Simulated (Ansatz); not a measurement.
# CH4N2: the cost of one run

Computed with Ansatz 0.2.0, Gaussian basis. Level: BLYP-D4/def2-SVP.

## 1. Starting geometry

The start, a pair relaxed at PBE0-D4: SMILES `N.C#N`, 7 atoms, charge 0, spin multiplicity 1.

Atoms are counted from 1 here; the program's logs count them from 0.

Bond lengths: N1–H2 1.013 Å, N1–H3 1.013 Å, N1–H4 1.013 Å, C5–N6 1.147 Å, C5–H7 1.091 Å. Angles: H2–N1–H3 107.0°, H2–N1–H4 107.0°, H3–N1–H4 107.0°, N6–C5–H7 180.0°.

Coordinates:

```mol
CH4N2
  3D, bonds by distance, orders not assigned

  7  5  0  0  0  0  0  0  0  0999 V2000
   -0.0453   -0.1272   -1.1798 N   0  0
   -0.2182    0.7548   -1.6479 H   0  0
    0.8219   -0.4957   -1.5528 H   0  0
   -0.7829   -0.7622   -1.4624 H   0  0
    0.0741    0.2080    1.9288 C   0  0
    0.1179    0.3308    3.0687 N   0  0
    0.0325    0.0913    0.8454 H   0  0
  1  2  8  0
  1  3  8  0
  1  4  8  0
  5  6  8  0
  5  7  8  0
M  END
```

## 2. The run

File md/in.yaml:

```yaml
crystal:
  periodic: [false, false, false]
  atoms:
    - {symbol: N, position_ang: [-0.045342, -0.127214, -1.179755]}
    - {symbol: H, position_ang: [-0.218208, 0.754779, -1.647912]}
    - {symbol: H, position_ang: [0.821854, -0.495654, -1.552839]}
    - {symbol: H, position_ang: [-0.782871, -0.762151, -1.462377]}
    - {symbol: C, position_ang: [0.074097, 0.208037, 1.928832]}
    - {symbol: N, position_ang: [0.117904, 0.330803, 3.068663]}
    - {symbol: H, position_ang: [0.032466, 0.091300, 0.845388]}
basis:
  gaussian: {orbitals: def2-SVP}
hamiltonian: {xc: {name: BLYP}, dispersion: d4}
md: {n_steps: 40, timestep: 0.5, temperature: 300, ensemble: nvt_langevin, seed: 110, friction: 0.01, initial_velocities: maxwell_boltzmann}
```

The run is started by

```bash
$ ansatz run in.yaml --threads 2 --pin off --events-out ev --progress --plain --max-ram 5222MiB
```

**Question.** How long does this run take on 2 threads of Arm Neoverse V1, shared host?

About 25 s.
